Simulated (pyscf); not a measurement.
cyclic C₃H₅Cl (SMILES ClC1CC1) + H• → •H₂C–CH(CH₃)–Cl, a ring opening by addition (doublet surface; C–C broken, C–H formed). PySCF, gas phase, ωB97X-D3(BJ)/def2-SVP geometries. Energies in eV from the separated reactants.

Small-basis levels: PySCF, no dispersion term, spherical d functions. AM1 to PM7: differences of heats of formation from MOPAC. Open shells are spin-unrestricted. 

```json
[
 {"level": "HF/3-21G", "barrier": "1.19", "reaction energy": "-2.66"},
 {"level": "HF/6-31G*", "barrier": "1.31", "reaction energy": "-2.17"},
 {"level": "MP2/6-31G*", "barrier": "1.23", "reaction energy": "-1.59"},
 {"level": "B3LYP/3-21G", "barrier": "0.51", "reaction energy": "-2.68"},
 {"level": "B3LYP/LANL2DZ", "barrier": "0.53", "reaction energy": "-2.59"},
 {"level": "B3LYP/6-31G*", "barrier": "0.59", "reaction energy": "-2.23"},
 {"level": "M06-2X/6-31G*", "barrier": "0.80", "reaction energy": "-1.97"},
 {"level": "B3LYP/6-311+G**", "barrier": "[?]", "reaction energy": "-2.26"},
 {"level": "PBE/def2-SVP", "barrier": "0.53", "reaction energy": "-1.93"},
 {"level": "PM3", "barrier": "0.23", "reaction energy": "-2.55"},
 {"level": "PM6", "barrier": "[?]", "reaction energy": "-2.38"},
 {"level": "PM7", "barrier": "0.61", "reaction energy": "-2.44"},
 {"level": "ωB97M-D3(BJ)/def2-TZVP", "barrier": "[?]", "reaction energy": "-2.06"}
]
```

Task: Complete the blanks.

Result: 
- B3LYP/6-311+G**, barrier: 0.56
- PM6, barrier: 0.54
- ωB97M-D3(BJ)/def2-TZVP, barrier: 0.74

Against the last row the barrier runs from -0.51 (PM3) to +0.57 eV (HF/6-31G*). ωB97M-D3(BJ)/def2-TZVP has limits of its own. From the product side, H₂C=CH–CH₃ + Cl• lies, by one bond made or cut, 1.95 eV under this saddle at ωB97M-D3(BJ). Abstraction by the radical was not located in this set and often lies lower. cyclic C₃H₅Cl (SMILES ClC1CC1) lies 0.43 eV over its isomer H₂C=C(CH₃)–Cl, and others may lie lower still (electronic energy, ωB97M-D3(BJ)). •H₂C–CH(CH₃)–Cl lies 0.27 eV over its isomer H₃C–C•(CH₃)–Cl, and others may lie lower still (electronic energy, ωB97M-D3(BJ)). One saddle was located; it need not be the lowest between these sides.
